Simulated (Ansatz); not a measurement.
# BCN+ (doublet): the correlation ladder, def2-QZVPP

An exercise on one series of results from a longer session: the logs are not shown, and one member is left open.

Computed with Ansatz 0.2.0, Gaussian basis. Level: def2-QZVPP, core rule «outside noble gas», up to 3 orbitals frozen.

Plan: UHF; ROHF; CCSD(T) on UHF.

2 further runs of the same task are left out: 2 set aside as unsound or not needed.

### The geometry

The geometry is a PBE0/def2-TZVP stationary point (not a proven minimum) of the parent state, kept for this charge and spin.

3 atoms, charge 1, spin multiplicity 2.

Atoms are counted from 1 here; the program's logs count them from 0.

Bond lengths: C1–N3 1.183 Å, B2–N3 1.415 Å. Angles: C1–N3–B2 180.0°.

As a file:

```
atom    x (Å)    y (Å)     z (Å)
  C1  0.00000  0.00000   1.26034
  B2  0.00000  0.00000  -1.33791
  N3  0.00000  0.00000   0.07757
```

Set-up of the first run:

Contents of in.yaml:

```yaml
crystal:
  periodic: [false, false, false]
  atoms:
    - {symbol: C, position_ang: [0.000000, 0.000000, 1.260338]}
    - {symbol: B, position_ang: [0.000000, 0.000000, -1.337907]}
    - {symbol: N, position_ang: [0.000000, 0.000000, 0.077569]}
basis:
  gaussian: {orbitals: "def2-QZVPP.json"}
total_charge: 1
magnetization: {spin_polarized: true, initial_magnetization: 1}
hamiltonian: {xc: hf}
output: {orbitals: {seedname: orbitals}}
```

The run is started by

```sh
> ansatz run in.yaml --threads 1 --pin off --events-out ev --progress --plain --max-ram 2393MiB
```

Steps of the session up to this table: UHF; ROHF; CCSD(T) on UHF.

One table of the session follows, with a row left open; its other results are not shown here.

It belongs to the step «Misses and costs». 

```
  method  from UCCSD(T) (kJ/mol)
    ROHF                 +1030.2
     UHF                       ?
    UMP2                   +85.6
   UCCSD                   +58.7
UCCSD(T)                       0
```

Estimate the missing values for UHF.

As computed: from UCCSD(T) (kJ/mol): +1027.4. In the column «from UCCSD(T) (kJ/mol)» it lies between UMP2 (+85.6) and ROHF (+1030.2).
